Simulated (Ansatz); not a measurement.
A made-up structure of AlSiH3F, doublet:

```xyz
6
angstrom
F -1.1404 -2.0319 1.3787
Al -0.6990 -1.1233 -0.1712
Si 0.6930 1.1199 0.1158
H -1.2213 -1.7923 -1.7187
H 1.1741 2.0617 -1.1673
H 1.1935 1.7657 1.5627
```

It is relaxed with PBE-D4/def2-SVP and then PBE0-D4/def2-TZVP (Ansatz 0.2.0). Atoms count as bonded within 1.22 times the sum of their covalent radii (H–H: 0.88 Å). The end point is not checked to be a true minimum.

Task: Does its bonding change? (A judgement: the text doesn't fix the answer.)

Result: The calculation gives: No: no bond forms or breaks.

Where it ends: The first stage lowers the energy by 1.08 eV in 5 steps. It ends as AlSiH₃F ([F][AlH][SiH2]):
```
atom    x (Å)    y (Å)    z (Å)
  F1  -1.0165  -1.8114   1.2315
 Al2  -0.6239  -1.0026  -0.1542
 Si3   0.6189   1.0003   0.1018
  H4  -1.0925  -1.6038  -1.5334
  H5   1.0500   1.8436  -1.0413
  H6   1.0640   1.5739   1.3955
```

Labels in which every atom is bracketed show which atoms are joined, not bond orders.

For scale, one of the runs: PBE0-D4/def2-TZVP relaxation, 123 basis functions, launched by `ansatz run in.yaml --threads 2 --pin off --events-out ev --progress --plain --max-ram 4352MiB`. The run took about 16 s on 2 CPU threads of an Arm Neoverse V2 (shared host).
